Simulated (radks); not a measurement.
# Al²⁺ in [He] 2s2 2p5.5 3s1 4s0.5: an all-electron calculation

The task here is to estimate one member of a computed series from the others.

Method: Dirac Kohn-Sham, XLYP, spin-unpolarised, spherical densities, point nucleus; open shells fill j = l - 1/2 first. Code: radks (a radial shooting solver on a logarithmic mesh, Libxc functionals) version 1.

**The system**

| Property | Result |
| --- | --- |
| element | aluminium (Z = 13) |
| charge | +2 |
| electrons | 11 |
| configuration | [He] 2s2 2p5.5 3s1 4s0.5 |

The first run:

Settings of this run:

```text
Z 13
configuration [He] 2s2 2p5.5 3s1 4s0.5 3p0 3d0 5s0 4f0
relativity Dirac
functional xlyp
spin unpolarised
j_filling energy
nucleus point
c 137.035999084
```

Command:

```
$ python run_ks.py task.json out
```

All runs below come from this command, one after another.

Among the steps run: Self-consistent calculation.

One table of the session follows, with a row left open; its other results are not shown here.

It belongs to the step «Orbitals and density». Sizes of the orbitals, from the radial functions (bohr):

| level | <r> | outermost maximum (interpolated) | 90 % within | nodes |
| --- | --- | --- | --- | --- |
| 1s1/2 | 0.1201 | 0.0783 | 0.215 | 0 |
| 2s1/2 | 0.6158 | 0.492 | 0.971 | 1 |
| 2p1/2 | 0.5835 | 0.420 | 0.982 | 0 |
| 2p3/2 | 0.5856 | 0.422 | 0.985 | 0 |
| 3s1/2 | 2.064 | 1.79 | 3.08 | 2 |
| 3p1/2 | ? | ? | ? | ? |
| 3p3/2 | 2.351 | 2.01 | 3.56 | 1 |
| 3d3/2 | 3.048 | 2.53 | 4.76 | 0 |
| 3d5/2 | 3.048 | 2.53 | 4.76 | 0 |
| 4s1/2 | 4.751 | 4.52 | 6.80 | 3 |
| 4f5/2 | 6.403 | 5.68 | 9.29 | 0 |
| 4f7/2 | 6.403 | 5.68 | 9.29 | 0 |

**Question.** Estimate the row for 3p1/2.

**Answer.** <r>: 2.346; outermost maximum (interpolated): 2.01; 90 % within: 3.55; nodes: 1. In the column «<r>» it lies between 3s1/2 (2.064) and 3p3/2 (2.351).
